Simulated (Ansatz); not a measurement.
**AlBHS (quartet): the correlation ladder at a displaced geometry (v2), cc-pVDZ**

The task here is to estimate one member of a computed series from the others.

Method: cc-pVDZ, core rule «outside noble gas», up to 11 orbitals frozen; program: Ansatz 0.2.0, Gaussian basis.

The runs, in order: UHF; CCSD(T) on ROHF; CCSD(T) on UHF; BCCD(T) on ROHF; CISD as a restricted active space (open shells left free, so some higher excitations enter); CCSDT(Q) on ROHF; CCSDT(Q) on UHF.

17 further runs of the same task are left out: 5 that didn't finish, 12 set aside as unsound or not needed. Runs told in other sessions of the task aren't counted.

## What is computed

The geometry is a PBE0/def2-TZVP stationary point (not a proven minimum) with its atoms shifted at random (size 0.100 Å).

4 atoms, charge 0, spin multiplicity 4.

Atoms are counted from 1 here; the program's logs count them from 0.

Bond lengths: Al1–S2 2.317 Å, Al1–B3 2.101 Å, S2–B3 1.786 Å, B3–H4 1.239 Å. Angles: S2–Al1–B3 47.4°, Al1–S2–B3 60.0°, Al1–B3–S2 72.7°, Al1–B3–H4 141.2°, S2–B3–H4 145.8°.

Set-up of the first run:

Contents of in.yaml:

```yaml
crystal:
  periodic: [false, false, false]
  atoms:
    - {symbol: Al, position_ang: [0.088139, 0.183021, 1.300314]}
    - {symbol: S, position_ang: [-0.076736, 0.348019, -1.004854]}
    - {symbol: B, position_ang: [-0.000115, -1.257708, -0.226956]}
    - {symbol: H, position_ang: [0.082993, -2.480654, -0.406967]}
basis:
  gaussian: {orbitals: cc-pVDZ}
magnetization: {spin_polarized: true, initial_magnetization: 3}
hamiltonian: {xc: hf}
output: {orbitals: {seedname: orbitals}}
```

On the command line:

```sh
> ansatz run in.yaml --threads 1 --pin off --events-out ev --progress --plain --max-ram 2393MiB
```

Steps of the session up to this table: UHF; CCSD(T) on ROHF; CCSD(T) on UHF; BCCD(T) on ROHF; CISD as a restricted active space (open shells left free, so some higher excitations enter); CCSDT(Q) on ROHF; CCSDT(Q) on UHF.

One table of the session follows, with a row left open; its other results are not shown here.

```
   method  from UCCSDT(Q) (meV)
     ROHF               +7753.4
      UHF               +7646.8
     RMP2               +1219.4
     UMP2                     ?
     CISD               +1135.9
    RCCSD                +418.4
    UCCSD                +412.4
 RCCSD(T)                 +75.0
 UCCSD(T)                 +75.6
  BCCD(T)                 +69.3
   RCCSDT                 +30.8
   UCCSDT                 +30.2
RCCSDT(Q)                  +5.1
UCCSDT(Q)                     0
```

Q: Estimate the row for UMP2 from the others.

The run gave: from UCCSDT(Q) (meV): +1236.2. In the column «from UCCSDT(Q) (meV)» it lies between RMP2 (+1219.4) and UHF (+7646.8).

To keep in mind: Restricted and unrestricted rows rest on different reference determinants; a gap between their highest levels can come from leftover correlation error, from unlike frozen cores or from another state.
